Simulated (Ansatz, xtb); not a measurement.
# Relaxing a trial structure of AlBHN

The starting geometry of this gas-phase singlet has its atoms placed at random.

```xyz
4

Al   -0.7490   -0.4743    0.1026
B    -0.0696    0.3466    1.7294
N     0.7706    0.8387    0.0901
H     0.9519   -1.1626   -0.0394
```

Guess where an optimisation with r2SCAN-D4/def2-SVP ends from this start.

It ends as `[B]1=[N][AlH]1`. Distances that change by over a tenth: Al1–N3 (2.01 → 1.80 Å), Al1–H4 (1.84 → 1.57 Å). Contacts that close: B2–N3 (1.91 → 1.31 Å).

The energy falls by 6.67 eV over 13 steps:

```csv
step,E − E(last) (eV)
1,6.671
2,3.870
4,2.369
5,1.657
6,0.949
8,0.121
9,0.104
10,0.007
12,0.000
13,0.000
```

Final geometry (Å):

```xyz
4

Al    0.2301   -0.5835    0.2841
B    -0.2008    0.8156    1.6446
N     0.4334    1.1786    0.5620
H     0.4411   -1.8623   -0.6079
```

From the same start GFN2-xTB reaches the same bonding as this run.

From so rough a start the end depends on the optimiser's path, so another program may land elsewhere. No frequencies were run, so the end isn't proven a minimum. Run with Ansatz 0.2.0, 14 s on 1 thread of Intel(R) Xeon(R) Platinum 8488C (Sapphire Rapids) (shared host).
